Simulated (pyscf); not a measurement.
methane (CH₄) + H₃C–B(CH₃)–F → H₃C–B(CH₃)–CH₃ + hydrogen fluoride (HF), a four-centre exchange (singlet surface; C–H, B–F broken, B–C, F–H formed). Structures and frequencies: ωB97X-D3(BJ)/def2-SVP in PySCF. Energies in kJ/mol from the separated reactants.

Small-basis levels: PySCF, no dispersion term, spherical d functions. 

In single points HF/6-31G* puts the saddle at 345.9 kJ/mol and the reaction energy at +210.5 kJ/mol. Should these be trusted to within a few kcal/mol? Compare with ωB97M-D3(BJ)/def2-TZVP.

ωB97M-D3(BJ)/def2-TZVP gives ΔE‡ = 231.8 kJ/mol and ΔE = +162.5 kJ/mol. HF/6-31G* lies 114.1 kJ/mol over it in the barrier and 48.1 kJ/mol over it in the reaction energy, so on this step it does not hold to within 12.6 kJ/mol. ωB97M-D3(BJ)/def2-TZVP has limits of its own. One saddle was located; it need not be the lowest between these sides.
